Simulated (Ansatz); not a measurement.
## Relative stability

Two relaxed structures of AlSiNH₅ (charge +1), singlet (PBE0-D4/def2-TZVP; forces vanish, vibrations not checked).

A:

```tsv
atom	x (Å)	y (Å)	z (Å)
N1	-1.4141	1.1917	-0.6000
Al2	-0.0308	0.4753	0.1314
Si3	1.8688	-0.5205	1.1071
H4	-2.3369	0.7812	-0.6143
H5	-1.4235	2.0909	-1.0600
H6	1.7407	0.4847	-0.1753
H7	0.7840	0.4917	1.7595
H8	0.5388	-1.2004	0.4420
```

B:

| atom | x (Å) | y (Å) | z (Å) |
| --- | --- | --- | --- |
| N1 | -1.2076 | 0.8605 | -0.8193 |
| Al2 | 0.3119 | 1.0139 | 0.0229 |
| Si3 | 0.8993 | -1.3547 | 0.7209 |
| H4 | -1.7244 | 0.0092 | -0.9813 |
| H5 | -1.7085 | 1.6383 | -1.2291 |
| H6 | 1.2745 | 2.1830 | 0.3909 |
| H7 | 2.1036 | -1.8098 | 1.4596 |
| H8 | 0.0514 | -2.5405 | 0.4353 |

Computed with Ansatz 0.2.0 (basis: def2-TZVPP); correlated methods freeze the cores. B3LYP uses VWN-RPA correlation.

Question: Which structure is lower at CCSD(T), and by how much? (Judge from chemistry; the value comes from the calculation.)

Answer: Computed: A, by 0.644 eV (electronic energy, against the other). By their contacts, A is AlSiNH₅ ([NH2][Al]123[H][Si]1([H]2)[H]3), total charge +1 and B is AlSiNH₅ ([NH2][AlH][SiH2]), total charge +1.

All methods give the same order:

```json
{"method": "PBE-D4", "E(B) − E(A) (eV)": "0.831"}
{"method": "r2SCAN-D4", "E(B) − E(A) (eV)": "0.836"}
{"method": "PBE0-D4", "E(B) − E(A) (eV)": "0.788"}
{"method": "B3LYP-D4", "E(B) − E(A) (eV)": "0.576"}
{"method": "wB97M-V", "E(B) − E(A) (eV)": "0.763"}
{"method": "HF", "E(B) − E(A) (eV)": "0.049"}
{"method": "MP2", "E(B) − E(A) (eV)": "0.680"}
{"method": "CCSD", "E(B) − E(A) (eV)": "0.564"}
{"method": "CCSD(T)", "E(B) − E(A) (eV)": "0.644"}
```

No T1 diagnostic of these runs exceeds 0.016.

Labels in which every atom is bracketed show which atoms are joined, not bond orders.

For scale, one of the runs: CCSD(T)/def2-TZVPP, 185 basis functions, launched by `ansatz run in.yaml --threads 2 --pin off --events-out ev --progress --plain --max-ram 4352MiB`. Time: 26 s of wall clock on 2 CPU threads of an Arm Neoverse V1; the host was shared. Peak host memory: 1.6 GiB.
